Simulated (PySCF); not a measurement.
## Structure from NMR data

An unknown has the formula C5H9N. Its calculated NMR data are:

$^{1}$H NMR (400 MHz, computed): δ 6.08 (m, 1H), 3.88 (m, 1H), 3.73 (m, 4H), 3.56 (m, 1H), 2.14 (m, 2H).

$^{13}$C{$^{1}$H} NMR (computed): δ 148.0, 83.5, 52.3, 16.1.

Theory: geometry from GFN2-xTB, shieldings: GIAO PBE0/pcSseg-1, in PySCF 2.14.0 with density-fitted response routines (gas phase, non-relativistic, one computed conformer, equivalent nuclei averaged).

Referencing at the same level of theory: $^{1}$H and $^{13}$C against TMS.

Choose the structure that fits.
A. C=C(C)[C@@H]1CN1
B. C=CN1CCC1
C. CN1C=CCC1
D. C=CC/C=N/C
E. CC(C)[C@H]1C=N1

Results:

B. 

The formula gives 2 degrees of unsaturation (1 ring in the answer). 4 carbon signals for 5 carbons: some carbons are equivalent by symmetry or fast rotation. Carbon types of the structure: 1 × CH, 4 × CH2, which accounts for all hydrogens. δC 148.0: alkene carbon bearing nitrogen; an sp2 carbon further deshielded by the attached heteroatom. δC 83.5: β carbon of an enol-ether or enamine type C=C; the O or N lone pair pushes π density onto this β carbon and shields it. δH 6.08: hydrogen on an alkene carbon bearing nitrogen; a vinylic proton, deshielded by the sp2 carbon and the C=C anisotropy. δH 3.88, 3.56: hydrogen on a β carbon of an enol-ether or enamine type C=C; lone-pair donation from O or N shields it, upfield of ordinary alkene protons. δH 3.73: hydrogen on an sp3 CH2 bonded to N; its carbon carries N, hence the downfield position.

The others: CN1C=CCC1 would give 5 carbon signals, not 4; CC(C)[C@H]1C=N1 would give 5 carbon signals, not 4; C=C(C)[C@@H]1CN1 would give 5 carbon signals, not 4; C=CC/C=N/C would give 5 carbon signals, not 4.

Shifts are as computed. Against solution values, carbons near 30 ppm lie about +3 ppm off and those near 130 ppm about +5 ppm. Of 1211 compounds with measured shifts, 218 miss one by over three times the rms of a fit or turn the order of signals round; such compounds aren't used in these exercises. No couplings were computed; multiplicities are counted from neighbouring protons, with m where these are inequivalent, close in shift, in a saturated or five-membered ring or joined by F or P, and br s for small geminal =CH2 splittings.
